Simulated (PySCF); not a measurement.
Species: C2H2ClNO.
Cartesian coordinates in Å at the PBE0-D3(BJ)/def2-SVP level; atoms count from 1:
```xyz
7
C2H2ClNO angstrom
O     -1.8967   -0.7902   -0.1057
N     -1.5726    0.3633    0.0056
C     -0.1631    0.6222   -0.0143
C      0.7403   -0.3681    0.0103
Cl     2.4218   -0.1266    0.0387
H      0.0973    1.6818   -0.0042
H      0.4077   -1.4109    0.0191
```

The calculation used core-valence-separated Tamm–Dancoff BHandHLYP/aug-pcX-1 (pcseg-1 on H, def2-SVPD on Cl) in PySCF, non-relativistic, gas phase, PBE0-D3(BJ)/def2-SVP geometry. No empirical shift is added; at this level the pattern usually sits a few eV under experiment.

Task: What does the C 1s absorption edge look like?

Result: 
| E (eV) | f | core hole on | main final orbital | polarisation |
| --- | --- | --- | --- | --- |
| 282.57 | 0.0288 | C3 | LUMO (85 %) | normal to the local trigonal plane |
| 282.83 | 0.0625 | C4 | LUMO (80 %) | normal to the local trigonal plane |
| 285.23 | 0.0379 | C3 | LUMO+4 (55 %) | normal to the local trigonal plane |
| 286.28 | 0.0546 | C4 | spread | in the local trigonal plane |
| 286.78 | 0.0271 | C3 | LUMO+2 (65 %) | in the local trigonal plane |
| 287.90 | 0.0017 | C3 | LUMO+1 (52 %) | in the local trigonal plane |
| 288.20 | 0.0010 | C3 | LUMO+3 (64 %) | in the local trigonal plane |
| 288.40 | 0.0083 | C4 | LUMO+4 (68 %) | mixed |
| 288.49 | 0.0155 | C4 | LUMO+1 (39 %) | in the local trigonal plane |
| 288.74 | 0.0147 | C3 | LUMO+5/LUMO+6 (2 roots, f summed) | mixed |

The first line with a tenth or more of the strongest one's intensity is at 282.57 eV (f = 0.029), with the hole on C3 (vinylic carbon bearing nitrogen), polarised normal to the local trigonal plane: a 1s→π* resonance. The strongest listed is at 282.83 eV (f = 0.063; C4, 1s→π*).

Task: Give energies, oscillator strengths and core holes at the O K edge.

Result: 
| E (eV) | f | core hole on | main final orbital |
| --- | --- | --- | --- |
| 527.55 | 0.0558 | O1 | LUMO (83 %) |
| 535.36 | 0.0026 | O1 | LUMO+4 (53 %) |
| 535.59 | 0.0014 | O1 | LUMO+3 (45 %) |
| 536.25 | 0.0008 | O1 | LUMO+2 (58 %) |
| 536.67 | 0.0006 | O1 | LUMO+1 (57 %) |
| 536.88 | 0.0033 | O1 | LUMO+5 (31 %) |
| 536.92 | 0.0025 | O1 | LUMO+5 (36 %) |

The first line with a tenth or more of the strongest one's intensity is at 527.55 eV (f = 0.056), with the hole on O1 (nitroso oxygen). It is also the strongest listed.

Task: Give energies, oscillator strengths and core holes at the N K edge.

Result: 
```
E (eV)       f  core hole on  main final orbital
396.11  0.0763            N2         LUMO (76 %)
403.30  0.0102            N2       LUMO+4 (60 %)
404.34  0.0163            N2       LUMO+2 (37 %)
404.83  0.0232            N2       LUMO+1 (37 %)
405.17  0.0017            N2       LUMO+3 (48 %)
405.76  0.0022            N2       LUMO+5 (67 %)
405.88  0.0006            N2       LUMO+6 (69 %)
```

The first line with a tenth or more of the strongest one's intensity is at 396.11 eV (f = 0.076), with the hole on N2 (nitroso nitrogen). It is also the strongest listed.

Roots within 0.03 eV whose holes lie on the same, on equivalent or on shared atoms are summed into one line, and the highest roots are left out, as the search may have cut off their partners. Final orbitals are the ground state's empty Kohn–Sham orbitals. A dash: too weak, shared between unlike atoms, or no plane or axis to refer to.

Task: What are the wavelength and the wavenumber of the 285.23 eV line?

Result: λ = 12398.42 eV Å/285.23 eV = 43.468 Å; 2.3005 × 10⁶ cm⁻¹.

The ionisation thresholds weren't computed; near and above them a finite basis only mimics Rydberg series and continuum.

One conformer stands for the species.
